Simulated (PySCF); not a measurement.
# Solvent effects on NMR parameters

Mapped SMILES: `[CH3:1][C@@H:2]([O-:3])[CH2:4][C:5]#[N:6]` (H(Xn): hydrogen on atom n). Ha(C4) is pro-R; Hb(C4) is pro-S.

GIAO PBE0/pcSseg-1 in PySCF 2.14 on one PBE0-D3(BJ)/def2-SVP conformer, non-relativistic, equivalent nuclei averaged. Solvents enter as an IEF-PCM continuum (tetrahydrofuran with ε = 7.4, water with ε = 78.4) around the gas-phase geometry. Shifts are referred to TMS computed in the same medium.

In tetrahydrofuran, δ in ppm: C5 134.4, C2 84.9, C4 36.1, C1 34.8, H(C2) 5.52, Ha(C4) 1.90, Hb(C4) 1.22, H(C1) 1.03. Dipole moment 2.80 D.

**Question.** How does each δ change in the more polar medium?

**Answer.** 
| atoms | environment | Δδ, water |
| --- | --- | --- |
| C5 | nitrile carbon | +0.5 |
| C2 | sp3 CH bonded to O | -0.2 |
| C4 | sp3 CH2 α to a nitrile | +0.2 |
| C1 | methyl carbon | +0.2 |
| H(C2) | hydrogen on an sp3 CH bonded to O | -0.08 |
| Ha(C4) | hydrogen on an sp3 CH2 α to a nitrile | +0.05 |
| Hb(C4) | hydrogen on an sp3 CH2 α to a nitrile | +0.10 |
| H(C1) | hydrogen on a methyl carbon | +0.04 |

Changes are relative to tetrahydrofuran. The dipole moment becomes 2.99 D in water.

**Question.** Which nuclei move most (in ppm), and what does the model miss?

**Answer.** C5 (nitrile carbon, +0.5 ppm) in water. A continuum only polarises the solute; specific hydrogen bonds, the anisotropy of aromatic solvents and changes of geometry or conformer are outside it, as are counter-ions.
